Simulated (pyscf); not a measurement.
HO–AlH–F + H₂ → H₂O + F–AlH₂, a four-centre exchange (singlet surface; Al–O, H–H broken, H–O, Al–H formed). Structures and frequencies: ωB97X-D3(BJ)/def2-SVP in PySCF. Energies in kcal/mol from the separated reactants.

AM1 to PM7: differences of heats of formation from MOPAC, which are fitted to 298 K values and so differ in kind from electronic energies by zero-point and thermal terms. 

**Question.** Quick AM1 single points give ΔE‡ = 45.1 kcal/mol and ΔE = +18.1 kcal/mol. What does ωB97M-D3(BJ)/def2-TZVP give, and how far is the quick result from it?

**Answer.** ωB97M-D3(BJ)/def2-TZVP gives ΔE‡ = 23.7 kcal/mol and ΔE = +30.2 kcal/mol. AM1 lies 21.3 kcal/mol over it in the barrier and 12.1 kcal/mol under it in the reaction energy, so on this step it does not hold to within 3.0 kcal/mol. ωB97M-D3(BJ)/def2-TZVP has limits of its own. On the product side the descent ends in an adduct with a Al–O contact, 24.8 kcal/mol under the separated species and 17.4 kcal/mol under the saddle at ωB97X-D3(BJ)/def2-TZVP. At ωB97M-D3(BJ) the saddle lies under the separated products, which points to a path from their complex (located at ωB97X-D3(BJ) alone), and parting the products costs more than the saddle. What is counted as broken (Al–O) persists as a longer contact in the product adduct; parting that adduct is a step of its own. At the saddle there is also a short Al–H contact that neither side keeps. This is the saddle that the search found; another between the same sides may lie lower.
